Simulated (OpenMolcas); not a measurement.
# Worked example: vertical ionisation energy of C3H8O2 (1,2-propanediol)

C3H8O2: 13 atoms, total charge 0, spin state singlet. SMILES: `CC(O)CO`. The shape is that of a GFN2-xTB optimisation. This is one conformer, not always the lowest.

Both states at this one shape; open shells run unrestricted unless said. 1 Eh = 27.2114 eV.

| level | program | singlet C3H8O2 (Eh) | doublet [C3H8O2]+ (Eh) |
| --- | --- | --- | --- |
| CCSD(T)/3-21G, open shells restricted, 5 core orbitals frozen | OpenMolcas | -267.039993 | -266.698189 |
| CCSD(T)/6-31G* (spherical functions), open shells restricted, 5 core orbitals frozen | OpenMolcas | -268.770307 | -268.409123 |

Problem. Work out the vertical ionisation energy at each level.

Solution. 
1. CCSD(T)/3-21G, open shells restricted: -266.698189 − (-267.039993) = 0.341804 Eh = 9.30 eV.
2. CCSD(T)/6-31G* (spherical functions), open shells restricted: -268.409123 − (-268.770307) = 0.361184 Eh = 9.83 eV.

No measured value is set beside it here; the levels span 9.30 to 9.83 eV.
